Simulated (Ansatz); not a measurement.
Two structures of CH2OS, closed shell, reached by relaxing down either side of one saddle point (PBE0-D4/def2-TZVP). Energies are electronic, without zero-point energy. Ansatz 0.2.0; basis: def2-TZVPP and def2-QZVPP; cores frozen in the correlated methods. Extrapolation: Hartree–Fock as exp(−7.88 √X), correlation as X^−2.97. First:

```json
{"atom": "H1", "x (Å)": "0.6847", "y (Å)": "-1.2618", "z (Å)": "0.2852"}
{"atom": "O2", "x (Å)": "0.2804", "y (Å)": "-0.8554", "z (Å)": "-0.4983"}
{"atom": "C3", "x (Å)": "-0.1931", "y (Å)": "0.3252", "z (Å)": "-0.1362"}
{"atom": "H4", "x (Å)": "-0.6577", "y (Å)": "0.8180", "z (Å)": "-0.9898"}
{"atom": "S5", "x (Å)": "-0.1142", "y (Å)": "0.9740", "z (Å)": "1.3391"}
```

Second:

H1  (0.726, -0.723, 1.413)
O2  (0.109, -0.848, -1.117)
C3  (-0.203, 0.135, -0.516)
H4  (-0.737, 0.987, -0.975)
S5  (0.104, 0.449, 1.196)
(Å)

(1) Which bonds change from the first to the second?

(2) Give the saddle point's structure and its height above each. (An estimate is asked for; the value comes from the calculation.)

No T1 diagnostic of these runs exceeds 0.023.

## Answers

(1) CH₂OS ([OH][CH][S]) → CH₂OS ([O][CH][SH]); bonds formed: H1–S5; bonds broken: H1–O2.

(2) The calculation gives: 129.6 kJ/mol above the first and 132.2 kJ/mol above the second (CCSD(T) at an estimated basis limit (MP2 extrapolated from triple and quadruple zeta, plus CCSD(T) − MP2 in triple zeta)).
```xyz
5
angstrom
H 0.5834 -0.8381 0.6743
O 0.2554 -0.8808 -0.6376
C -0.1996 0.2431 -0.3098
H -0.7021 0.8848 -1.0362
S 0.0629 0.5910 1.3094
```

Labels in which every atom is bracketed show which atoms are joined, not bond orders.

For scale, one of the runs: CCSD(T)/def2-TZVPP, 132 basis functions, launched by `ansatz run in.yaml --threads 2 --pin off --events-out ev --progress --plain --max-ram 4352MiB`. Hardware: 2 CPU threads of an Intel Xeon Platinum 8488C, shared host. Wall time 12 s; peak host memory 0.67 GiB.
